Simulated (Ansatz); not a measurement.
## Ansatz (development build ahead of 0.2.0) run

```yaml
crystal:
  periodic: [false, false, false]
  atoms:
    - { symbol: H, position_ang: [0.0, 0.0, -1.065] }
    - { symbol: C, position_ang: [0.0, 0.0, 0.0] }
    - { symbol: "N", position_ang: [0.0, 0.0, 1.24524] }
basis:
  gaussian: { orbitals: cc-pVTZ }
magnetization:
  spin_polarized: true
hamiltonian:
  xc: hf
correlation:
  method: bccd_t
  frozen_orbitals: { C: 1, H: 0, "N": 1 }
```

The input is written out in the form of the current development build from the run's settings.

Output:

* Converged: yes
* Reference energy (starting determinant): -92.88270 hartree
* Correlation energy: -0.37980 hartree
* Total energy: -93.26249 hartree
